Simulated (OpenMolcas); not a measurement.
How basis sets differ on CH6BO− ([B(OMe)H3]-)

CH6BO−: 9 atoms, total charge -1, spin state singlet. SMILES: `[H][B-]([H])([H])OC`. Geometry: relaxed at GFN2-xTB.

Each level gives the HOMO–LUMO gap (eV). The values are calculated.

```csv
level,kind,program,value (eV),CPU time
HF/ANO-RCC-MB (DKH2),Hartree–Fock,OpenMolcas,22.07,1.7 s
HF/STO-3G,Hartree–Fock,OpenMolcas,24.31,1.6 s
HF/3-21G,Hartree–Fock,OpenMolcas,16.40,1.8 s
HF/def2-SVP,Hartree–Fock,OpenMolcas,14.00,4.2 s
HF/def2-TZVP,Hartree–Fock,OpenMolcas,12.70,26 s
```

Sets without diffuse functions describe the anion poorly. The values span 12.70 to 24.31 eV. A Hartree–Fock LUMO above zero doesn't converge with the basis: it sinks as sets grow more diffuse. Orbital gaps aren't excitation energies. Times are those of the runs behind each value, whatever else they computed, on shared processors of several kinds: orders of magnitude only.
